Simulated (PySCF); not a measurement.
# H2O4: field gradients at the nuclei

Aim: the electric field gradients and quadrupole couplings of H2O4 at several levels. Each job file holds the settings and the coordinates that a driver script hands to the program.

Computed with PySCF 2.14.0, density-fitted response routines (the levels named in each step, unless a step's input says otherwise).

## Step 1: The structure to begin with

Bond lengths: O2–O3 1.249 Å, O3–O4 1.243 Å, O1–H5 0.961 Å, O1–H6 0.960 Å. Angles: O2–O3–O4 119.6°, H5–O1–H6 107.7°.

Structure file:

```xyz
6

O    -1.4209   -1.3071    0.6497
O     1.2804    0.9834    0.4163
O     0.8055    0.2469   -0.4736
O    -0.4246    0.2131   -0.6513
H    -1.9030   -0.5875    1.0657
H    -1.9132   -1.5766   -0.1295
```

## Step 2: Geometry, PBE0-D3(BJ)/def2-TZVP

Contents of job.txt:

```
{"job": {"xc": "PBE0", "basis": "def2-TZVP", "d3": "d3bj", "grid": 2, "kind": "geom"}, "charge": 0, "multiplicity": 1}
O     -1.420890    -1.307070     0.649690
O      1.280400     0.983380     0.416280
O      0.805510     0.246930    -0.473630
O     -0.424600     0.213100    -0.651310
H     -1.903010    -0.587450     1.065700
H     -1.913170    -1.576570    -0.129530
```

Standard output:

```text
step   0  E = -301.65235166  max force = 0.016636
step   1  E = -301.65839917  max force = 0.008826
step   2  E = -301.65953387  max force = 0.011670
step   3  E = -301.66033427  max force = 0.004524
step   4  E = -301.66069547  max force = 0.002531
step   5  E = -301.66087830  max force = 0.002055
step   6  E = -301.66102485  max force = 0.001619
step   7  E = -301.66112206  max force = 0.001154
step   8  E = -301.66124886  max force = 0.001901
step   9  E = -301.66139568  max force = 0.002242
step  10  E = -301.66154149  max force = 0.002553
step  11  E = -301.66159653  max force = 0.001460
step  12  E = -301.66172688  max force = 0.003459
step  13  E = -301.66181441  max force = 0.004354
step  14  E = -301.66186578  max force = 0.002363
step  15  E = -301.66189245  max force = 0.000652
step  16  E = -301.66191237  max force = 0.001396
step  17  E = -301.66193250  max force = 0.002071
step  18  E = -301.66194987  max force = 0.002085
step  19  E = -301.66196605  max force = 0.001135
step  20  E = -301.66198322  max force = 0.000910
step  21  E = -301.66200337  max force = 0.002091
step  22  E = -301.66202337  max force = 0.002411
step  23  E = -301.66203346  max force = 0.001384
step  24  E = -301.66203526  max force = 0.000359
optimisation converged
```

Run time: 2 min. Hardware: 4 threads of Arm Neoverse N1, shared host; peak memory 0.51 GiB.

It ended at:

```xyz
6

O    -1.4418   -1.4688    0.7328
O     0.6195    0.6633    0.6755
O     0.7912    0.3331   -0.5056
O    -0.1903    0.3314   -1.2595
H    -1.3755   -0.6664    1.2573
H    -1.9789   -1.2202   -0.0233
```

## Step 3: Field gradients, PBE0/pcJ-2

Contents of job.txt:

```
{"job": {"kind": "efgt", "xc": "PBE0", "basis": "pcJ-2"}, "charge": 0, "multiplicity": 1}
O     -1.441836    -1.468763     0.732818
O      0.619501     0.663257     0.675511
O      0.791217     0.333057    -0.505567
O     -0.190265     0.331415    -1.259519
H     -1.375474    -0.666419     1.257255
H     -1.978903    -1.220227    -0.023299
```

Standard output:

```text
coarse grid: 5584 points
cycle   1  E = -301.4920598315  dE =  7.103e-01  |g| = 1.087e+00  |ddm| = 1.711e+00
cycle   2  E = -299.5693992748  dE =  1.923e+00  |g| = 2.800e+00  |ddm| = 1.660e+00
cycle   3  E = -301.6066660735  dE = -2.037e+00  |g| = 6.530e-01  |ddm| = 1.491e+00
cycle   4  E = -301.6784406630  dE = -7.177e-02  |g| = 2.185e-01  |ddm| = 3.407e-01
cycle   5  E = -301.6848517705  dE = -6.411e-03  |g| = 1.107e-01  |ddm| = 1.259e-01
cycle   6  E = -301.6855133173  dE = -6.615e-04  |g| = 8.784e-02  |ddm| = 7.315e-02
cycle   7  E = -301.6867063803  dE = -1.193e-03  |g| = 3.788e-02  |ddm| = 5.111e-02
cycle   8  E = -301.6869714400  dE = -2.651e-04  |g| = 3.410e-03  |ddm| = 1.630e-02
cycle   9  E = -301.6869737420  dE = -2.302e-06  |g| = 5.320e-04  |ddm| = 2.194e-03
final grid: 75944 points
cycle  10  E = -301.6707422858  dE = -1.016e-04  |g| = 5.353e-03  |ddm| = 2.359e-02
cycle  11  E = -301.6707430574  dE = -7.716e-07  |g| = 4.340e-03  |ddm| = 4.712e-03
cycle  12  E = -301.6707452991  dE = -2.242e-06  |g| = 2.087e-03  |ddm| = 2.573e-03
cycle  13  E = -301.6707458670  dE = -5.680e-07  |g| = 1.089e-03  |ddm| = 1.247e-03
cycle  14  E = -301.6707460521  dE = -1.851e-07  |g| = 4.931e-04  |ddm| = 5.916e-04
cycle  15  E = -301.6707460918  dE = -3.963e-08  |g| = 7.019e-05  |ddm| = 1.899e-04
cycle  16  E = -301.6707460926  dE = -8.553e-10  |g| = 2.750e-05  |ddm| = 3.968e-05
converged SCF energy = -301.6707460926

Field-gradient tensors (au): xx yy zz xy xz yz
  0 O    -0.85481    0.19207    0.66274   -0.19537    1.20240    0.65216
  1 O    -2.92200    0.72789    2.19411    0.55050   -0.70801    0.49766
  2 O    -1.19472    0.28687    0.90785    0.55579    0.94522   -0.05880
  3 O     0.27047    0.37174   -0.64221    0.75915    2.53670   -0.85569
  4 H    -0.23414    0.24077   -0.00663    0.03015    0.05217    0.31200
  5 H    -0.03319   -0.16962    0.20282   -0.10071    0.31823   -0.11770
```

It took 9.5 s on 4 threads of Arm Neoverse N1, shared host; peak memory 0.77 GiB.

## Step 4: Field gradients, PBE/def2-TZVPP

job.txt: that of step 3 with these lines changed.

```diff
@@ -1,2 +1,2 @@
-{"job": {"kind": "efgt", "xc": "PBE0", "basis": "pcJ-2"}, "charge": 0, "multiplicity": 1}
+{"job": {"kind": "efgt", "xc": "PBE", "basis": "def2-TZVPP"}, "charge": 0, "multiplicity": 1}
 O     -1.441836    -1.468763     0.732818
```

Standard output:

```text
coarse grid: 5584 points
cycle   1  E = -301.4786533602  dE =  7.891e-01  |g| = 1.156e+00  |ddm| = 2.043e+00
cycle   2  E = -298.6962715049  dE =  2.782e+00  |g| = 3.198e+00  |ddm| = 2.266e+00
cycle   3  E = -301.5555808279  dE = -2.859e+00  |g| = 8.449e-01  |ddm| = 2.088e+00
cycle   4  E = -301.6862107726  dE = -1.306e-01  |g| = 3.197e-01  |ddm| = 6.617e-01
cycle   5  E = -301.6889081517  dE = -2.697e-03  |g| = 2.927e-01  |ddm| = 2.695e-01
cycle   6  E = -301.6699757660  dE =  1.893e-02  |g| = 4.149e-01  |ddm| = 3.287e-01
cycle   7  E = -301.7038185513  dE = -3.384e-02  |g| = 5.710e-02  |ddm| = 2.312e-01
cycle   8  E = -301.7045799671  dE = -7.614e-04  |g| = 6.376e-03  |ddm| = 5.414e-02
cycle   9  E = -301.7045859909  dE = -6.024e-06  |g| = 2.111e-03  |ddm| = 3.863e-03
final grid: 75944 points
cycle  10  E = -301.7071375928  dE = -3.589e-05  |g| = 1.221e-02  |ddm| = 3.037e-02
cycle  11  E = -301.7069259682  dE =  2.116e-04  |g| = 3.412e-02  |ddm| = 3.200e-02
cycle  12  E = -301.7070630116  dE = -1.370e-04  |g| = 2.272e-02  |ddm| = 2.932e-02
cycle  13  E = -301.7071590229  dE = -9.601e-05  |g| = 6.276e-03  |ddm| = 1.450e-02
cycle  14  E = -301.7071661757  dE = -7.153e-06  |g| = 8.996e-04  |ddm| = 3.320e-03
cycle  15  E = -301.7071662907  dE = -1.150e-07  |g| = 4.659e-04  |ddm| = 7.005e-04
cycle  16  E = -301.7071663271  dE = -3.635e-08  |g| = 3.484e-05  |ddm| = 2.156e-04
cycle  17  E = -301.7071663274  dE = -2.926e-10  |g| = 4.047e-06  |ddm| = 4.157e-05
converged SCF energy = -301.7071663274

Field-gradient tensors (au): xx yy zz xy xz yz
  0 O    -0.81721    0.17002    0.64718   -0.15424    1.14521    0.61489
  1 O    -2.74315    0.65564    2.08751    0.53810   -0.66950    0.47167
  2 O    -1.01434    0.05431    0.96003    0.46181    0.90686    0.03055
  3 O     0.26587    0.31963   -0.58549    0.73499    2.39476   -0.80974
  4 H    -0.24224    0.24874   -0.00650    0.03140    0.05199    0.32382
  5 H    -0.03229   -0.17772    0.21001   -0.10369    0.32924   -0.12292
```

Run time: 5.7 s. Hardware: 4 threads of Arm Neoverse N1, shared host; peak memory 0.77 GiB.

## Step 5: Field gradients, B3LYP/def2-TZVPP

job.txt: that of step 4 with these lines changed.

```diff
@@ -1,2 +1,2 @@
-{"job": {"kind": "efgt", "xc": "PBE", "basis": "def2-TZVPP"}, "charge": 0, "multiplicity": 1}
+{"job": {"kind": "efgt", "xc": "B3LYP", "basis": "def2-TZVPP"}, "charge": 0, "multiplicity": 1}
 O     -1.441836    -1.468763     0.732818
```

Standard output:

```text
coarse grid: 5584 points
cycle   1  E = -301.7682073787  dE =  7.400e-01  |g| = 1.123e+00  |ddm| = 2.038e+00
cycle   2  E = -299.5394905823  dE =  2.229e+00  |g| = 2.916e+00  |ddm| = 2.071e+00
cycle   3  E = -301.8802901143  dE = -2.341e+00  |g| = 7.158e-01  |ddm| = 1.882e+00
cycle   4  E = -301.9675577382  dE = -8.727e-02  |g| = 2.507e-01  |ddm| = 4.357e-01
cycle   5  E = -301.9751799766  dE = -7.622e-03  |g| = 1.527e-01  |ddm| = 1.769e-01
cycle   6  E = -301.9763493707  dE = -1.169e-03  |g| = 1.244e-01  |ddm| = 1.200e-01
cycle   7  E = -301.9789337089  dE = -2.584e-03  |g| = 4.493e-02  |ddm| = 8.231e-02
cycle   8  E = -301.9793101208  dE = -3.764e-04  |g| = 3.827e-03  |ddm| = 2.288e-02
cycle   9  E = -301.9793132743  dE = -3.153e-06  |g| = 6.757e-04  |ddm| = 3.191e-03
final grid: 75944 points
cycle  10  E = -301.9819962030  dE = -2.858e-05  |g| = 3.063e-03  |ddm| = 2.082e-02
cycle  11  E = -301.9819937331  dE =  2.470e-06  |g| = 4.792e-03  |ddm| = 3.784e-03
cycle  12  E = -301.9819967609  dE = -3.028e-06  |g| = 2.242e-03  |ddm| = 3.005e-03
cycle  13  E = -301.9819975875  dE = -8.266e-07  |g| = 8.460e-04  |ddm| = 1.504e-03
cycle  14  E = -301.9819977199  dE = -1.324e-07  |g| = 1.303e-04  |ddm| = 4.560e-04
cycle  15  E = -301.9819977226  dE = -2.665e-09  |g| = 6.011e-05  |ddm| = 9.134e-05
cycle  16  E = -301.9819977231  dE = -5.811e-10  |g| = 2.287e-05  |ddm| = 3.540e-05
converged SCF energy = -301.9819977231

Field-gradient tensors (au): xx yy zz xy xz yz
  0 O    -0.86556    0.19143    0.67412   -0.19630    1.21916    0.66006
  1 O    -2.95945    0.73346    2.22599    0.56263   -0.72730    0.50400
  2 O    -1.18383    0.26372    0.92011    0.55154    0.94760   -0.05030
  3 O     0.28322    0.37270   -0.65591    0.77518    2.57102   -0.87170
  4 H    -0.23967    0.24681   -0.00714    0.03123    0.05283    0.31976
  5 H    -0.03336   -0.17462    0.20798   -0.10309    0.32570   -0.12121
```

Wall time 4.8 s (4 threads of Arm Neoverse N1, shared host); peak memory 0.77 GiB.

## Step 6: Field gradients, CAM-B3LYP/def2-TZVPP

job.txt: that of step 5 with these lines changed.

```diff
@@ -1,2 +1,2 @@
-{"job": {"kind": "efgt", "xc": "B3LYP", "basis": "def2-TZVPP"}, "charge": 0, "multiplicity": 1}
+{"job": {"kind": "efgt", "xc": "CAM-B3LYP", "basis": "def2-TZVPP"}, "charge": 0, "multiplicity": 1}
 O     -1.441836    -1.468763     0.732818
```

Standard output:

```text
coarse grid: 5584 points
cycle   1  E = -301.6630133222  dE =  6.578e-01  |g| = 1.134e+00  |ddm| = 2.024e+00
cycle   2  E = -301.2808887998  dE =  3.821e-01  |g| = 1.948e+00  |ddm| = 1.272e+00
cycle   3  E = -301.8774044549  dE = -5.965e-01  |g| = 8.933e-02  |ddm| = 8.220e-01
cycle   4  E = -301.8786769598  dE = -1.273e-03  |g| = 3.192e-02  |ddm| = 6.839e-02
cycle   5  E = -301.8788261955  dE = -1.492e-04  |g| = 1.887e-02  |ddm| = 2.656e-02
cycle   6  E = -301.8788770917  dE = -5.090e-05  |g| = 1.045e-02  |ddm| = 1.267e-02
cycle   7  E = -301.8788974987  dE = -2.041e-05  |g| = 4.539e-03  |ddm| = 7.261e-03
cycle   8  E = -301.8789027965  dE = -5.298e-06  |g| = 1.022e-03  |ddm| = 3.458e-03
final grid: 75944 points
cycle   9  E = -301.8817977215  dE = -2.222e-05  |g| = 2.837e-03  |ddm| = 1.614e-02
cycle  10  E = -301.8817956351  dE =  2.086e-06  |g| = 4.747e-03  |ddm| = 3.303e-03
cycle  11  E = -301.8817990251  dE = -3.390e-06  |g| = 1.180e-03  |ddm| = 2.268e-03
cycle  12  E = -301.8817992404  dE = -2.153e-07  |g| = 5.010e-04  |ddm| = 7.504e-04
cycle  13  E = -301.8817992951  dE = -5.475e-08  |g| = 2.168e-04  |ddm| = 3.797e-04
cycle  14  E = -301.8817993070  dE = -1.189e-08  |g| = 5.905e-05  |ddm| = 1.524e-04
cycle  15  E = -301.8817993111  dE = -4.018e-09  |g| = 2.585e-05  |ddm| = 1.410e-04
cycle  16  E = -301.8817993123  dE = -1.221e-09  |g| = 1.038e-05  |ddm| = 9.705e-05
cycle  17  E = -301.8817993125  dE = -2.538e-10  |g| = 4.608e-06  |ddm| = 4.422e-05
converged SCF energy = -301.8817993125

Field-gradient tensors (au): xx yy zz xy xz yz
  0 O    -0.86498    0.18843    0.67655   -0.20585    1.22412    0.66915
  1 O    -2.98554    0.72995    2.25558    0.54987   -0.73987    0.51984
  2 O    -1.25829    0.38482    0.87347    0.58881    0.95017   -0.09634
  3 O     0.30150    0.36533   -0.66683    0.76614    2.60244   -0.87137
  4 H    -0.24038    0.24801   -0.00763    0.03159    0.05312    0.32093
  5 H    -0.03362   -0.17527    0.20889   -0.10362    0.32669   -0.12182
```

It took 6.2 s on 4 threads of Arm Neoverse N1, shared host; peak memory 0.77 GiB.

## Step 7: Field gradients, HF/def2-TZVPP

job.txt: that of step 6 with these lines changed.

```diff
@@ -1,2 +1,2 @@
-{"job": {"kind": "efgt", "xc": "CAM-B3LYP", "basis": "def2-TZVPP"}, "charge": 0, "multiplicity": 1}
+{"job": {"kind": "efgt", "xc": "HF", "basis": "def2-TZVPP"}, "charge": 0, "multiplicity": 1}
 O     -1.441836    -1.468763     0.732818
```

Standard output:

```text
final grid: 75944 points
cycle   1  E = -300.2365051451  dE =  5.507e-01  |g| = 1.021e+00  |ddm| = 2.007e+00
cycle   2  E = -300.3062607744  dE = -6.976e-02  |g| = 8.954e-01  |ddm| = 7.804e-01
cycle   3  E = -300.4231928695  dE = -1.169e-01  |g| = 9.094e-02  |ddm| = 3.407e-01
cycle   4  E = -300.4251663001  dE = -1.973e-03  |g| = 3.735e-02  |ddm| = 7.095e-02
cycle   5  E = -300.4256233786  dE = -4.571e-04  |g| = 1.335e-02  |ddm| = 3.799e-02
cycle   6  E = -300.4257068209  dE = -8.344e-05  |g| = 5.246e-03  |ddm| = 1.714e-02
cycle   7  E = -300.4257261376  dE = -1.932e-05  |g| = 2.204e-03  |ddm| = 8.462e-03
cycle   8  E = -300.4257305538  dE = -4.416e-06  |g| = 8.429e-04  |ddm| = 4.011e-03
cycle   9  E = -300.4257311465  dE = -5.927e-07  |g| = 2.817e-04  |ddm| = 1.563e-03
cycle  10  E = -300.4257311677  dE = -2.121e-08  |g| = 1.704e-04  |ddm| = 2.797e-04
cycle  11  E = -300.4257311761  dE = -8.425e-09  |g| = 5.706e-05  |ddm| = 1.558e-04
cycle  12  E = -300.4257311772  dE = -1.063e-09  |g| = 3.318e-05  |ddm| = 4.374e-05
cycle  13  E = -300.4257311782  dE = -9.849e-10  |g| = 2.071e-05  |ddm| = 5.583e-05
converged SCF energy = -300.4257311782

Field-gradient tensors (au): xx yy zz xy xz yz
  0 O    -0.92028    0.20077    0.71951   -0.24005    1.30908    0.72348
  1 O    -3.32790    0.78525    2.54265    0.56972   -0.85131    0.61242
  2 O    -1.75317    1.11603    0.63715    0.85416    1.00736   -0.38000
  3 O     0.38357    0.38839   -0.77196    0.81727    2.92185   -0.95839
  4 H    -0.23969    0.24876   -0.00908    0.03090    0.05385    0.31815
  5 H    -0.03504   -0.17223    0.20727   -0.10432    0.32542   -0.12165
```

It took 1.4 s on 4 threads of Arm Neoverse N1, shared host; peak memory 0.77 GiB.

## Step 8: The levels side by side

Largest principal value Vzz, in atomic units:

| atom | PBE0/pcJ-2 | PBE/def2-TZVPP | B3LYP/def2-TZVPP | CAM-B3LYP/def2-TZVPP | HF/def2-TZVPP |
| --- | --- | --- | --- | --- | --- |
| O1 | -1.6515 | -1.5566 | -1.6723 | -1.6823 | -1.8080 |
| O2 | -3.1166 | -2.9343 | -3.1610 | -3.1857 | -3.5474 |
| O3 | -1.7041 | -1.4830 | -1.6934 | -1.7786 | -2.3707 |
| O4 | -3.1360 | -2.9566 | -3.1823 | -3.2064 | -3.5730 |
| H5 | 0.4570 | 0.4734 | 0.4682 | 0.4701 | 0.4675 |
| H6 | 0.4619 | 0.4788 | 0.4734 | 0.4751 | 0.4728 |
| CPU time | 12 s | 11 s | 6.2 s | 8.2 s | 1.8 s |

Couplings eQVzz/h in MHz (234.9647 × Q in barn × Vzz), with Q = -0.02558 (17O), 0.00285783 (2H):

| nucleus | PBE0/pcJ-2 | PBE/def2-TZVPP | B3LYP/def2-TZVPP | CAM-B3LYP/def2-TZVPP | HF/def2-TZVPP |
| --- | --- | --- | --- | --- | --- |
| 17O (atom 1) | 9.926 | 9.356 | 10.051 | 10.111 | 10.867 |
| 17O (atom 2) | 18.732 | 17.636 | 18.999 | 19.148 | 21.322 |
| 17O (atom 3) | 10.243 | 8.913 | 10.178 | 10.690 | 14.249 |
| 17O (atom 4) | 18.849 | 17.770 | 19.127 | 19.272 | 21.475 |
| 2H (atom 5) | 0.307 | 0.318 | 0.314 | 0.316 | 0.314 |
| 2H (atom 6) | 0.310 | 0.321 | 0.318 | 0.319 | 0.317 |

## Step 9: What came out

```
                            quantity       value
coupling of 17O (atom 1), PBE0/pcJ-2   9.926 MHz
coupling of 17O (atom 2), PBE0/pcJ-2  18.732 MHz
coupling of 17O (atom 3), PBE0/pcJ-2  10.243 MHz
coupling of 17O (atom 4), PBE0/pcJ-2  18.849 MHz
 coupling of 2H (atom 5), PBE0/pcJ-2   0.307 MHz
```

What this shows: The largest coupling, that of 17O, runs from 17.770 (PBE/def2-TZVPP) to 21.475 MHz (HF/def2-TZVPP). The gradients are non-relativistic, at the equilibrium geometry and in principal axes; measured couplings hold vibrational averaging and refer to the inertial axes. The def2 sets are stiff near the nuclei, which limits their accuracy.
